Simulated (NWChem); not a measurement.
**Lowest excitation of methylamine (CH$_{5}$N)**

```xyz
7

C     -0.0874     0.6904     0.0000
N      0.1968    -0.7279     0.0000
H      0.3730     1.1640    -0.8817
H      0.3730     1.1640     0.8817
H     -1.1606     0.9771     0.0000
H     -0.2194    -1.1763    -0.8133
H     -0.2194    -1.1763     0.8133
```
Charge 0, spin multiplicity 1.

The numbers come from NWChem runs, not from measurements. Structure: optimised with PBE0/def2-SVP, a minimum by its harmonic frequencies.

Basis set: def2-SVPD.

B3LYP has NWChem's definition, with VWN1-RPA local correlation.

Question: One of these methods gave a lowest vertical singlet excitation energy of 7.53 eV. Which?
A) TD-BHandHLYP
B) CIS
C) TD-B3LYP
D) TD-PBE

Answer: B, CIS. The others give 5.54 (TD-PBE), 5.97 (TD-B3LYP), 6.61 (TD-BHandHLYP).
